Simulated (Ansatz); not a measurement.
# CH5AlO: the cost of one run

Computed with Ansatz 0.2.0, Gaussian basis. Level: PBE-D4/def2-SVP.

1 further run of the same task is left out (it didn't finish).

## Step 1: The starting structure

The start, a first-order saddle point found at PBE0-D4 in triple zeta: 8 atoms, charge 0, spin multiplicity 1.

Atoms are counted from 1 here; the program's logs count them from 0.

Bond lengths: Al1–O2 2.016 Å, Al1–H4 1.637 Å, Al1–H5 1.585 Å, Al1–H6 1.589 Å, O2–C3 1.228 Å, C3–H7 1.098 Å, C3–H8 1.099 Å. Angles: O2–Al1–H4 90.6°, O2–Al1–H5 99.7°, O2–Al1–H6 104.6°, H4–Al1–H5 113.9°, H4–Al1–H6 114.3°, H5–Al1–H6 125.0°, Al1–O2–C3 98.3°, O2–C3–H7 122.0°, O2–C3–H8 120.4°, H7–C3–H8 117.4°.

Coordinates:

| atom | x (Å) | y (Å) | z (Å) |
| --- | --- | --- | --- |
| Al1 | -1.1225 | -0.2225 | 0.3620 |
| O2 | 0.2965 | -0.4442 | -1.0521 |
| C3 | 1.2057 | 0.1575 | -0.4863 |
| H4 | -0.3000 | 1.0338 | 1.0144 |
| H5 | -2.3436 | 0.2130 | -0.5504 |
| H6 | -1.0536 | -1.5630 | 1.2132 |
| H7 | 1.5930 | -0.1590 | 0.4912 |
| H8 | 1.7246 | 0.9844 | -0.9919 |

## Step 2: The run

Contents of md/in.yaml:

```yaml
crystal:
  periodic: [false, false, false]
  atoms:
    - {symbol: Al, position_ang: [-1.122545, -0.222542, 0.362049]}
    - {symbol: O, position_ang: [0.296491, -0.444173, -1.052117]}
    - {symbol: C, position_ang: [1.205710, 0.157532, -0.486277]}
    - {symbol: H, position_ang: [-0.300009, 1.033796, 1.014359]}
    - {symbol: H, position_ang: [-2.343647, 0.213007, -0.550360]}
    - {symbol: H, position_ang: [-1.053644, -1.563011, 1.213237]}
    - {symbol: H, position_ang: [1.593004, -0.158982, 0.491216]}
    - {symbol: H, position_ang: [1.724641, 0.984373, -0.991907]}
basis:
  gaussian: {orbitals: def2-SVP}
hamiltonian: {xc: pbe, dispersion: d4}
md: {n_steps: 30, timestep: 0.5, temperature: 500, ensemble: nve, seed: 693, initial_velocities: maxwell_boltzmann}
```

The run is started by

```
$ ansatz run in.yaml --threads 2 --pin off --events-out ev --progress --plain --max-ram 4352MiB
```

**Question.** How long does this run take on 2 threads of Intel Xeon Platinum 8259CL at 2.50GHz, shared host?

About 29 s.
